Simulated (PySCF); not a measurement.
## Silicon: a sound run and one with changed settings

Sound run: Si [Ne] 3s2 3p2, Si⁺ [Ne] 3s2 3p1. Computed with PySCF 2.14 in cc-pVTZ-DK (5s4p2d1f, 34 functions), with the spin-free X2C one-electron Hamiltonian (Gaussian nucleus). In the sound run the correlated levels freeze [Ne]. The sound run starts from symmetry-adapted Hartree-Fock orbitals and uses a fine grid where one is needed.

A second run was set up differently.

```tsv
species	method	sound run (hartree)	changed run (hartree)	converged
Si	MP2	-289.51503	-289.56865	yes
Si	CCSD(T)	-289.53558	-289.59011	yes
Si⁺	MP2	-289.21989	-289.27360	yes
Si⁺	CCSD(T)	-289.23803	-289.29282	yes
```

Ionisation energy of Si:

```
 method  sound run (eV)  changed run (eV)
    UHF           7.630             7.630
    MP2           8.031             8.029
SCS-MP2           7.946             7.943
   CCSD           8.060             8.054
CCSD(T)           8.097             8.090
```

What was changed?
A. level shift left on
B. all electrons correlated in a valence basis
C. basis contracted for another Hamiltonian
D. minimal basis

B. A valence basis has no tight correlating functions, so it recovers only part of the core correlation, and not evenly between atom and ion.
